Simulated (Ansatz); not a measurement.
We consider bcc Cs, described by LDA (Ansatz, a program for electronic structure, PAW).

Settings: plane-wave cutoff 520 eV, 14×14×14 k mesh, Fermi–Dirac smearing 0.05 eV, scalar-relativistic PAW data made under PBE.

Cell (relaxed at this level):

```
CELL_PARAMETERS angstrom
     -2.88301     2.88301     2.88301
      2.88301    -2.88301     2.88301
      2.88301     2.88301    -2.88301
ATOMIC_POSITIONS crystal
  Cs 0.00000 0.00000 0.00000
```

Problem. Estimate the bulk modulus and pressure derivative B′ of the bulk modulus that the calculation returns.

Solution. 
- bulk modulus: 2.44 GPa
- pressure derivative B′ of the bulk modulus: 3.1

The run finds no gap.

Measured, for comparison: bulk modulus 2.11 GPa (corrected for temperature and zero-point phonon effects, our sources range from 2.11 to 2.35; as tabulated in Levämäki et al. (2014), arXiv:1402.3671). Computed (rounded) less measured: bulk modulus +16 % (+4 % to +16 % over the range).

Spin–orbit coupling is not included.

Computed values are for the static lattice.

Cost on a shared machine: very roughly 60 core-seconds.
